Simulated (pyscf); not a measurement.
HO–Si(O–SiH₃)(O–SiH₃)–O–SiH₃ + hydrogen fluoride (HF) + hydrogen fluoride (HF) → F–Si(O–SiH₃)(O–SiH₃)–O–SiH₃ + water (H₂O) + hydrogen fluoride (HF) (multi-bond step; singlet surface; O–Si, F–H, F–H broken, F–Si, H–O, F–H formed). Single points on ωB97X-D3(BJ)/def2-SVP structures (PySCF, gas phase). Energies in kJ/mol from the separated reactants.

| level | barrier | reaction energy |
|---|---|---|
| ωB97X-D3(BJ)/def2-TZVP | -15.6 | -40.4 |
| r²SCAN/def2-TZVP | -37.8 | -46.2 |
| B3LYP-D3(BJ)/def2-TZVP | ? | ? |
| M06-2X/def2-TZVP | -28.1 | -41.3 |
| ωB97M-D3(BJ)/def2-TZVP | ? | -43.1 |
| HF/def2-TZVP | 88.9 | -54.5 |

Problem. Fill in the missing entries.

Solution. 
- B3LYP-D3(BJ)/def2-TZVP, barrier: -17.1
- B3LYP-D3(BJ)/def2-TZVP, reaction energy: -43.9
- ωB97M-D3(BJ)/def2-TZVP, barrier: -16.8

On the reactant side the descent ends in a bound adduct (not fully relaxed), 74.9 kJ/mol under the separated species and 59.3 kJ/mol under the saddle at ωB97X-D3(BJ)/def2-TZVP. On the product side the descent ends in an adduct with a O–Si contact, 3.9 kJ/mol under the separated species and 28.7 kJ/mol under the saddle at ωB97X-D3(BJ)/def2-TZVP. At ωB97X-D3(BJ), r²SCAN, B3LYP-D3(BJ), M06-2X, ωB97M-D3(BJ) the saddle lies under the separated reactants, which points to a path from their complex (located at ωB97X-D3(BJ) alone). What is counted as broken (O–Si) persists as a longer contact in the product adduct; parting that adduct is a step of its own. One saddle was located; it need not be the lowest between these sides.
